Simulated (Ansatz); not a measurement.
[BFH3]- (BH₃F⁻). The state is a triplet with charge -1. Geometry PBE0-D4/def2-TZVPD, that of the charge -1 singlet; atoms count from 1.

```xyz
5

B    -0.001   -0.031    0.020
F     0.053    1.198   -0.757
H    -0.773    0.113    0.987
H     1.135   -0.314    0.445
H    -0.414   -0.965   -0.694
```

The highest occupied level of the charge -1 triplet lies above zero (up to 1.76 eV). By energy differences it is unbound by 0.84 eV (vertical, against the charge 0 doublet, at PBE0-D4/def2-TZVPD) and held by the finite basis. At PBE0-D4/def2-TZVPD a singlet of charge -1 lies 4.96 eV below the triplet at the same geometry.

**Question.** Estimate the Mulliken populations from the PBE0/def2-TZVPD orbitals of Ansatz.

**Answer.** 
```tsv
atom	charge (e)	spin (α − β)
B1	-0.29	0.28
F2	-0.58	0.46
H3	0.07	0.60
H4	-0.10	0.33
H5	-0.10	0.33
```
Mulliken values depend strongly on the basis. With diffuse functions, as here, like atoms can get unlike values, and bond orders can come out too low or too high.

**Question.** Where does the spin sit?

**Answer.** Summed by element: B 0.28, F 0.46, H 1.26, of 2 unpaired in all. Largest on single atoms: H3 0.60, F2 0.46, H4 0.33.

**Question.** And the Mayer bond orders between heavy atoms (over 0.3)?

**Answer.** B1–F2 1.06 (1.46 Å).
